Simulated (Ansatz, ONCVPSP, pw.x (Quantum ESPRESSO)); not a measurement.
## What a changed setting does to a pw.x run (diamond Sn)

Potential: optimised norm-conserving Vanderbilt (ONCV), ONCVPSP 4.0.1.1 (patched build), PBEsol; core [Kr] 4d10, reference 5s2 5p2; waves: 5s: rc 2.96 bohr, ncon 3, nbas 6, qcut 3.1 1/bohr, 2 projectors, debl 1.4 Ha; 5p: rc 2.50 bohr, ncon 4, nbas 7, qcut 3.4 1/bohr, 2 projectors, debl 3.3 Ha; d scattering state at 0.2 Ha: rc 2.25 bohr, ncon 4, nbas 8, qcut 4.6 1/bohr, 1 projector; local part: polynomial inside 2.15 bohr (lpopt 5, dvloc0 0 Ha); core correction: none.

The reference run (k-mesh 8³, cutoffs 35/140 Ry, Fermi–Dirac 0.01 Ry, mixing_beta 0.4, conv_thr 1e-9, no spin) gives -0.43 GPa at 35.058 Å³/atom, where all-electron LAPW gives -0.01 GPa. This run, with its own iteration cap, changes nbnd to 16.

```
&control
  calculation='scf', prefix='x', pseudo_dir='./', outdir='./tmp', tstress=.true., disk_io='none'
/
&system
  ibrav=0, nat=2, ntyp=1, ecutwfc=35, ecutrho=140, nbnd=16,
  occupations='smearing', smearing='fd', degauss=0.01
/
&electrons
  conv_thr=1e-09, mixing_beta=0.4, electron_maxstep=60
/
ATOMIC_SPECIES
Sn 1.0 Sn.UPF
CELL_PARAMETERS angstrom
  0.00000000 3.27287219 3.27287219
  3.27287219 0.00000000 3.27287219
  3.27287219 3.27287219 0.00000000
ATOMIC_POSITIONS crystal
Sn 0.0000 0.0000 0.0000
Sn 0.2500 0.2500 0.2500
K_POINTS automatic
8 8 8 0 0 0
```

```bash
pw.x < Sn.scf.in > Sn.scf.out
```

Task: How does the run end?

Result: It converges in 7 iterations; the free energy moves by +0.0 meV/atom and the pressure by +0.00 GPa. The result is that of the reference run.

```
Message from routine setup:
     using ibrav=0 with symmetry is DISCOURAGED, use correct ibrav instead
     lattice parameter (alat)  =       8.7467  a.u.
     unit-cell volume          =     473.1662 (a.u.)^3
     number of electrons       =         8.00
     number of Kohn-Sham states=           16
     kinetic-energy cutoff     =      35.0000  Ry
     charge density cutoff     =     140.0000  Ry
     scf convergence threshold =      1.0E-09
     Exchange-correlation= PBESOL
     number of k points=    29  Fermi-Dirac smearing, width (Ry)=  0.0100
     iteration #  1     ecut=    35.00 Ry     beta= 0.40
     total energy              =     -14.18759201 Ry
     estimated scf accuracy    <       0.02264377 Ry
     iteration #  2     ecut=    35.00 Ry     beta= 0.40
     total energy              =     -14.18632368 Ry
     estimated scf accuracy    <       0.00687293 Ry
     iteration #  3     ecut=    35.00 Ry     beta= 0.40
     total energy              =     -14.18654309 Ry
     estimated scf accuracy    <       0.00005976 Ry
     iteration #  4     ecut=    35.00 Ry     beta= 0.40
     c_bands:  2 eigenvalues not converged
     total energy              =     -14.18655078 Ry
     estimated scf accuracy    <       0.00000052 Ry
     iteration #  5     ecut=    35.00 Ry     beta= 0.40
     total energy              =     -14.18655110 Ry
     estimated scf accuracy    <       0.00000007 Ry
     iteration #  6     ecut=    35.00 Ry     beta= 0.40
     total energy              =     -14.18655111 Ry
     estimated scf accuracy    <          1.4E-09 Ry
     iteration #  7     ecut=    35.00 Ry     beta= 0.40
     the Fermi energy is     3.8355 ev
!    total energy              =     -14.18655111 Ry
     estimated scf accuracy    <          4.2E-11 Ry
     smearing contrib. (-TS)   =      -0.00127634 Ry
     The total energy is F=E-TS. E is the sum of the following terms:
     one-electron contribution =       2.77242237 Ry
     hartree contribution      =       1.04422114 Ry
     xc contribution           =      -4.06641159 Ry
     ewald contribution        =     -13.93550669 Ry
     convergence has been achieved in   7 iterations
          total   stress  (Ry/bohr**3)                   (kbar)     P=       -4.35
     Message from routine punch:
     Nothing written, as per user request (disk_io='none')
```

The run took about 11 s on one core of a shared host (Neoverse-V2, 96 threads, 742 GiB, load 68).
